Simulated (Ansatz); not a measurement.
Energy landscape of H3 (cation, charge +1), singlet: collinear H-H-H surface. Scanned: first H-H distance and second H-H distance.

Calculation: restricted PBE/cc-pVTZ (Ansatz, a first-principles code).

Energy in mEh above the lowest grid point; x is the first H-H distance (Å), y the second H-H distance (Å).

| y \ x | 0.63 | 0.68 | 0.75 | 0.80 | 0.86 | 0.93 | 1.03 | 1.14 | 1.20 | 1.33 | 1.61 | 1.74 | 2.15 |
|---|---|---|---|---|---|---|---|---|---|---|---|---|---|
| 2.15 | 99.8 | 88.4 | 80.5 | 78.8 | 79.7 | 83.4 | 91.9 | 103.3 | 109.9 | 124.1 | 151.5 | 162.1 | 186.7 |
| 1.89 | 91.5 | 79.9 | 71.7 | 69.8 | 70.4 | 73.9 | 82.0 | 92.9 | 99.3 | 112.9 | 139.3 | 149.4 | 172.6 |
| 1.50 | 71.0 | 59.0 | 50.2 | 47.8 | 48.0 | 50.9 | 58.2 | 68.4 | 74.2 | 87.0 | 111.3 | 120.6 | 141.5 |
| 1.38 | 62.4 | 50.2 | 41.3 | 38.8 | 38.8 | 41.6 | 48.7 | 58.5 | 64.3 | 76.7 | 100.3 | 109.3 | 129.4 |
| 1.24 | 51.1 | 38.9 | 29.7 | 27.2 | 27.0 | 29.7 | 36.5 | 46.1 | 51.6 | 63.7 | 86.5 | 95.1 | 114.3 |
| 1.10 | 39.2 | 26.9 | 17.7 | 15.1 | 14.9 | 17.4 | 24.1 | 33.4 | 38.8 | 50.5 | 72.6 | 80.8 | 99.1 |
| 1.01 | 31.9 | 19.7 | 10.6 | 8.0 | 7.8 | 10.3 | 16.8 | 26.0 | 31.4 | 42.8 | 64.4 | 72.4 | 90.0 |
| 0.94 | 27.1 | 15.0 | 5.9 | 3.4 | 3.2 | 5.7 | 12.3 | 21.4 | 26.7 | 38.0 | 59.2 | 67.0 | 84.2 |
| 0.88 | 24.1 | 12.1 | 3.2 | 0.7 | 0.6 | 3.2 | 9.7 | 18.8 | 24.0 | 35.2 | 56.1 | 63.8 | 80.5 |
| 0.81 | 22.9 | 11.1 | 2.4 | 0.0 | 0.0 | 2.6 | 9.2 | 18.3 | 23.5 | 34.5 | 55.0 | 62.5 | 78.7 |
| 0.73 | 26.3 | 14.8 | 6.5 | 4.3 | 4.4 | 7.2 | 13.9 | 23.0 | 28.2 | 39.1 | 59.1 | 66.4 | 82.0 |
| 0.69 | 31.1 | 19.7 | 11.5 | 9.5 | 9.8 | 12.6 | 19.4 | 28.5 | 33.7 | 44.5 | 64.3 | 71.5 | 86.8 |
| 0.63 | 43.7 | 32.6 | 24.8 | 23.0 | 23.5 | 26.5 | 33.4 | 42.6 | 47.7 | 58.5 | 77.9 | 84.9 | 99.8 |

Points that lie below all their neighbours on the grid: x = 0.80, y = 0.81 (0.0 mEh).
